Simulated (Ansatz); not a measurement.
Gas-phase reaction in SMILES: C(#C)O -> [C]#C (C2H) + [OH] (HO) (the C-O bond breaks)

Wanted: bond dissociation energy (electronic), in kcal/mol. Set-up: no dispersion term unless named; no spin-orbit coupling; non-relativistic; open shells spin-unrestricted. First-principles rows: single points at B3LYP-D3(BJ) geometries (Ansatz, a quantum-chemistry and plane-wave program). A UHF reference is markedly spin-contaminated in at least one set, which strains HF and MP2.

```tsv
species	coefficient	E at HF/3-21G (Ansatz), Eh	E at PBE0/def2-TZVPD (Ansatz), Eh
C#CO	-1	-150.82512	-152.42923
[C]#C (C2H)	+1	-75.73111	-76.53635
[OH] (HO)	+1	-74.97016	-75.68758
```

 1 Eh = 627.5095 kcal/mol.

Task: Work the quantity out at each level.

Result: 
- HF/3-21G: the sum of coefficient times E is 0.12385 Eh, or 77.72 kcal/mol. Result: 77.7 kcal/mol.
- PBE0/def2-TZVPD: the sum of coefficient times E is 0.20530 Eh, or 128.83 kcal/mol. Result: 128.8 kcal/mol.
